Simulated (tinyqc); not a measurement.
ROHF in the sto-3g basis, for H2O+, spin multiplicity 2, step by step. One step of it, computed by the program tinyqc.

Problem. Iteration 1: building the Fock matrix. J_ij = sum D_kl (ij|kl) with D = D(alpha) + D(beta), K_ij = sum D_kl (ik|jl) for each spin; F = H + J - K(s); E = tr D H + tr D J / 2 - 0.5 sum_s tr D(s) K(s) + E_nn.

D(alpha) at the start:
```
            1O 1s      1O 2s    1O 2px     1O 2py     1O 2pz      2H 1s      3H 1s
1O 1s    1.062393  -0.267862  0.000000  -0.001000  -0.008779   0.023754   0.021869
1O 2s   -0.267862   1.148844  0.000000   0.005819   0.048155  -0.099404  -0.091256
1O 2px   0.000000   0.000000  1.000000   0.000000   0.000000   0.000000   0.000000
1O 2py  -0.001000   0.005819  0.000000   1.074160   0.002774  -0.109703   0.102703
1O 2pz  -0.008779   0.048155  0.000000   0.002774   1.025125  -0.061874  -0.057650
2H 1s    0.023754  -0.099404  0.000000  -0.109703  -0.061874   0.022929   0.000444
3H 1s    0.021869  -0.091256  0.000000   0.102703  -0.057650   0.000444   0.020015
```

D(beta) at the start:
```
            1O 1s      1O 2s    1O 2px     1O 2py     1O 2pz      2H 1s      3H 1s
1O 1s    1.062393  -0.267862  0.000000  -0.001000  -0.008779   0.023754   0.021869
1O 2s   -0.267862   1.148844  0.000000   0.005819   0.048155  -0.099404  -0.091256
1O 2px   0.000000   0.000000  0.000000   0.000000   0.000000   0.000000   0.000000
1O 2py  -0.001000   0.005819  0.000000   1.074160   0.002774  -0.109703   0.102703
1O 2pz  -0.008779   0.048155  0.000000   0.002774   1.025125  -0.061874  -0.057650
2H 1s    0.023754  -0.099404  0.000000  -0.109703  -0.061874   0.022929   0.000444
3H 1s    0.021869  -0.091256  0.000000   0.102703  -0.057650   0.000444   0.020015
```

core Hamiltonian H = T + V (hartree):
```
             1O 1s      1O 2s     1O 2px     1O 2py     1O 2pz      2H 1s      3H 1s
1O 1s   -32.415977  -7.540624   0.000000  -0.000446  -0.008414  -0.771378  -0.700798
1O 2s    -7.540624  -9.043689   0.000000  -0.005376  -0.105329  -1.992413  -1.842313
1O 2px    0.000000   0.000000  -7.213337   0.000000   0.000000   0.000000   0.000000
1O 2py   -0.000446  -0.005376   0.000000  -7.294595  -0.002157  -1.333375   1.244683
1O 2pz   -0.008414  -0.105329   0.000000  -0.002157  -7.242917  -0.822919  -0.769142
2H 1s    -0.771378  -1.992413   0.000000  -1.333375  -0.822919  -3.924054  -0.421763
3H 1s    -0.700798  -1.842313   0.000000   1.244683  -0.769142  -0.421763  -3.827427
```

Two-electron integrals (ij|kl) in chemists' order, unique and non-zero (hartree):
```
(11|11) 4.785065    (21|11) 0.741380    (21|21) 0.136873    (22|11) 1.118947
(22|21) 0.256633    (22|22) 0.817206    (31|31) 0.024477    (32|31) 0.037809
(32|32) 0.180518    (33|11) 1.115814    (33|21) 0.256684    (33|22) 0.817023
(33|33) 0.880159    (41|41) 0.024477    (42|41) 0.037809    (42|42) 0.180518
(43|43) 0.047444    (44|11) 1.115814    (44|21) 0.256684    (44|22) 0.817023
(44|33) 0.785270    (44|44) 0.880159    (51|51) 0.024477    (52|51) 0.037809
(52|52) 0.180518    (53|53) 0.047444    (54|54) 0.047444    (55|11) 1.115814
(55|21) 0.256684    (55|22) 0.817023    (55|33) 0.785270    (55|44) 0.785270
(55|55) 0.880159    (61|11) 0.075942    (61|21) 0.013920    (61|22) 0.025994
(61|33) 0.025946    (61|41) 0.000522    (61|42) 0.000992    (61|44) 0.026054
(61|51) 0.000315    (61|52) 0.000598    (61|54) 0.000065    (61|55) 0.025985
(61|61) 0.001432    (62|11) 0.215155    (62|21) 0.050100    (62|22) 0.180587
(62|33) 0.177348    (62|41) 0.003187    (62|42) 0.026106    (62|44) 0.184339
(62|51) 0.001923    (62|52) 0.015748    (62|54) 0.004218    (62|55) 0.179892
(62|61) 0.005203    (62|62) 0.052751    (63|31) 0.004855    (63|32) 0.029645
(63|43) 0.005187    (63|53) 0.003129    (63|63) 0.006928    (64|11) 0.144093
(64|21) 0.033948    (64|22) 0.130741    (64|33) 0.125079    (64|41) 0.006711
(64|42) 0.047130    (64|44) 0.140190    (64|51) 0.001120    (64|52) 0.010547
(64|54) 0.005986    (64|55) 0.126802    (64|61) 0.003652    (64|62) 0.046516
(64|64) 0.047522    (65|11) 0.086922    (65|21) 0.020479    (65|22) 0.078867
(65|33) 0.075451    (65|41) 0.001120    (65|42) 0.010547    (65|44) 0.078308
(65|51) 0.005530    (65|52) 0.036008    (65|54) 0.006911    (65|55) 0.082750
(65|61) 0.002203    (65|62) 0.028060    (65|64) 0.024488    (65|65) 0.021700
(66|11) 0.402827    (66|21) 0.095262    (66|22) 0.395943    (66|33) 0.381902
(66|41) 0.006727    (66|42) 0.078403    (66|44) 0.412479    (66|51) 0.004058
(66|52) 0.047295    (66|54) 0.018445    (66|55) 0.393029    (66|61) 0.009934
(66|62) 0.156846    (66|64) 0.158273    (66|65) 0.095475    (66|66) 0.774606
(71|11) 0.068991    (71|21) 0.012646    (71|22) 0.023615    (71|33) 0.023572
(71|41) -0.000469   (71|42) -0.000892   (71|44) 0.023668    (71|51) 0.000283
(71|52) 0.000538    (71|54) -0.000058   (71|55) 0.023607    (71|61) 0.001280
(71|62) 0.004561    (71|64) 0.002979    (71|65) 0.001934    (71|66) 0.008662
(71|71) 0.001182    (72|11) 0.198388    (72|21) 0.046207    (72|22) 0.166938
(72|33) 0.163946    (72|41) -0.002928   (72|42) -0.024174   (72|44) 0.170402
(72|51) 0.001767    (72|52) 0.014588    (72|54) -0.003896   (72|55) 0.166297
(72|61) 0.004630    (72|62) 0.036566    (72|64) 0.022892    (72|65) 0.018837
(72|66) 0.084673    (72|71) 0.004358    (72|72) 0.045436    (73|31) 0.004443
(73|32) 0.027263    (73|43) -0.004782   (73|53) 0.002886    (73|63) 0.004534
(73|73) 0.005920    (74|11) -0.133962   (74|21) -0.031566   (74|22) -0.121882
(74|33) -0.116645   (74|41) 0.006153    (74|42) 0.043513    (74|44) -0.130610
(74|51) -0.001032   (74|52) -0.009806   (74|54) 0.005542    (74|55) -0.118248
(74|61) -0.003050   (74|62) -0.023163   (74|64) -0.010453   (74|65) -0.011749
(74|66) -0.051586   (74|71) -0.003081   (74|72) -0.040427   (74|74) 0.041527
(75|11) 0.080843    (75|21) 0.019050    (75|22) 0.073553    (75|33) 0.070393
(75|41) -0.001032   (75|42) -0.009806   (75|44) 0.073049    (75|51) 0.005066
(75|52) 0.033181    (75|54) -0.006385   (75|55) 0.077131    (75|61) 0.001980
(75|62) 0.018966    (75|64) 0.011712    (75|65) 0.014158    (75|66) 0.047394
(75|71) 0.001859    (75|72) 0.024397    (75|74) -0.021488   (75|75) 0.018888
(76|11) 0.041610    (76|21) 0.009776    (76|22) 0.038227    (76|33) 0.037437
(76|41) -0.000005   (76|42) -0.000072   (76|44) 0.038288    (76|51) 0.000601
(76|52) 0.005897    (76|54) -0.000013   (76|55) 0.038913    (76|61) 0.001001
(76|62) 0.010776    (76|64) 0.008362    (76|65) 0.006503    (76|66) 0.033266
(76|71) 0.000910    (76|72) 0.010076    (76|74) -0.007943   (76|75) 0.006133
(76|76) 0.002869    (77|11) 0.390773    (77|21) 0.092424    (77|22) 0.385026
(77|33) 0.371753    (77|41) -0.006366   (77|42) -0.074918   (77|44) 0.400662
(77|51) 0.003842    (77|52) 0.045211    (77|54) -0.017446   (77|55) 0.382281
(77|61) 0.009252    (77|62) 0.089214    (77|64) 0.053900    (77|65) 0.049480
(77|66) 0.233437    (77|71) 0.008748    (77|72) 0.143353    (77|74) -0.146135
(77|75) 0.088190    (77|76) 0.033266    (77|77) 0.774606
```

nuclear repulsion = 6.63950103 hartree

Give: Coulomb J; exchange K(alpha); exchange K(beta); F(alpha); F(beta); total energy of this density.

Solution.

Coulomb J (hartree):
```
          1O 1s   1O 2s  1O 2px   1O 2py   1O 2pz   2H 1s    3H 1s
1O 1s   17.4756  3.2891  0.0000   0.0002   0.0020  0.3350   0.3043
1O 2s    3.2891  7.9891  0.0000   0.0000   0.0007  1.7003   1.5711
1O 2px   0.0000  0.0000  7.9192   0.0000   0.0000  0.0000   0.0000
1O 2py   0.0002  0.0000  0.0000   8.0119  -0.0002  1.2088  -1.1267
1O 2pz   0.0020  0.0007  0.0000  -0.0002   8.0131  0.7289   0.6795
2H 1s    0.3350  1.7003  0.0000   1.2088   0.7289  3.5766   0.3515
3H 1s    0.3043  1.5711  0.0000  -1.1267   0.6795  0.3515   3.4782
```

exchange K(alpha) (hartree):
```
         1O 1s   1O 2s  1O 2px   1O 2py   1O 2pz   2H 1s    3H 1s
1O 1s   4.9209  0.8585  0.0000   0.0000   0.0004  0.0931   0.0847
1O 2s   0.8585  1.4321  0.0000   0.0001   0.0023  0.2620   0.2418
1O 2px  0.0000  0.0000  1.1799   0.0000   0.0000  0.0000   0.0000
1O 2py  0.0000  0.0001  0.0000   1.1809  -0.0001  0.1383  -0.1288
1O 2pz  0.0004  0.0023  0.0000  -0.0001   1.1800  0.0833   0.0775
2H 1s   0.0931  0.2620  0.0000   0.1383   0.0833  0.0825   0.0369
3H 1s   0.0847  0.2418  0.0000  -0.1288   0.0775  0.0369   0.0714
```

exchange K(beta) (hartree):
```
         1O 1s   1O 2s  1O 2px   1O 2py   1O 2pz   2H 1s    3H 1s
1O 1s   4.8964  0.8206  0.0000   0.0000   0.0004  0.0883   0.0803
1O 2s   0.8206  1.2516  0.0000   0.0001   0.0023  0.2324   0.2145
1O 2px  0.0000  0.0000  0.2997   0.0000   0.0000  0.0000   0.0000
1O 2py  0.0000  0.0001  0.0000   1.1334  -0.0001  0.1331  -0.1240
1O 2pz  0.0004  0.0023  0.0000  -0.0001   1.1326  0.0801   0.0746
2H 1s   0.0883  0.2324  0.0000   0.1331   0.0801  0.0756   0.0323
3H 1s   0.0803  0.2145  0.0000  -0.1240   0.0746  0.0323   0.0655
```

F(alpha) (hartree):
```
           1O 1s    1O 2s   1O 2px   1O 2py   1O 2pz    2H 1s    3H 1s
1O 1s   -19.8613  -5.1100   0.0000  -0.0003  -0.0068  -0.5296  -0.4812
1O 2s    -5.1100  -2.4867   0.0000  -0.0055  -0.1069  -0.5541  -0.5130
1O 2px    0.0000   0.0000  -0.4740   0.0000   0.0000   0.0000   0.0000
1O 2py   -0.0003  -0.0055   0.0000  -0.4636  -0.0022  -0.2628   0.2468
1O 2pz   -0.0068  -0.1069   0.0000  -0.0022  -0.4098  -0.1773  -0.1671
2H 1s    -0.5296  -0.5541   0.0000  -0.2628  -0.1773  -0.4300  -0.1072
3H 1s    -0.4812  -0.5130   0.0000   0.2468  -0.1671  -0.1072  -0.4206
```

F(beta) (hartree):
```
           1O 1s    1O 2s  1O 2px   1O 2py   1O 2pz    2H 1s    3H 1s
1O 1s   -19.8368  -5.0722  0.0000  -0.0003  -0.0068  -0.5247  -0.4768
1O 2s    -5.0722  -2.3062  0.0000  -0.0055  -0.1069  -0.5245  -0.4857
1O 2px    0.0000   0.0000  0.4061   0.0000   0.0000   0.0000   0.0000
1O 2py   -0.0003  -0.0055  0.0000  -0.4161  -0.0022  -0.2576   0.2420
1O 2pz   -0.0068  -0.1069  0.0000  -0.0022  -0.3623  -0.1742  -0.1642
2H 1s    -0.5247  -0.5245  0.0000  -0.2576  -0.1742  -0.4231  -0.1026
3H 1s    -0.4768  -0.4857  0.0000   0.2420  -0.1642  -0.1026  -0.4147
```

total energy of this density = -73.735863 hartree
